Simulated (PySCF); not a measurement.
Complexes of phosphine

Gas-phase complexes of phosphine, each in one structure from a short search with a few starts, optimised by PBE0-D3(BJ)/def2-SVPD or PBE0-D3(BJ)/def2-TZVPD; other ways of binding may lie lower. Energies in kcal/mol, wB97M-D3(BJ)/def2-TZVPD, counterpoise-corrected (PySCF): interaction is complex less parts frozen as they stand in it, binding adds what it costs to deform them. Contacts are written partner···phosphine; electrostatic, Pauli and orbital are terms of the uncorrected same energy, whose rest is dispersion or correlation.

7 other partners are left out, for which the search missed the form known or expected to bind best.

Frequency runs check only 3 of the 5 structures; an imaginary mode is left, so that the point isn't a minimum, in the complex with SiH3Br (32i cm⁻¹). 2 further partners within 0.25 kcal/mol of a listed one are not ranked.

Question: Order these partners of phosphine by binding energy, strongest first: SiH3Br, acetonitrile, hydrogen bromide, acetylene, sulfur trioxide.

Answer: sulfur trioxide (-8.8), acetonitrile (-2.5), hydrogen bromide (-2.2), SiH3Br (-1.4), acetylene (-1.0).
| partner | contact | distance (Å) | binding | interaction | electrostatic | Pauli | orbital |
| --- | --- | --- | --- | --- | --- | --- | --- |
| sulfur trioxide | S···P | 2.41 | -8.8 | -20.1 | -64.9 | 113.3 | -66.1 |
| acetonitrile | C···P | 3.41 | -2.5 | -2.5 | -3.2 | 3.0 | -1.0 |
| hydrogen bromide | H···P | 2.41 | -2.2 | -2.5 | -6.3 | 10.0 | -5.4 |
| SiH3Br | Br···P | 3.73 | -1.4 | -1.4 | -2.0 | 2.5 | -0.7 |
| acetylene | C···P | 3.70 | -1.0 | -1.0 | -1.3 | 1.3 | -0.3 |
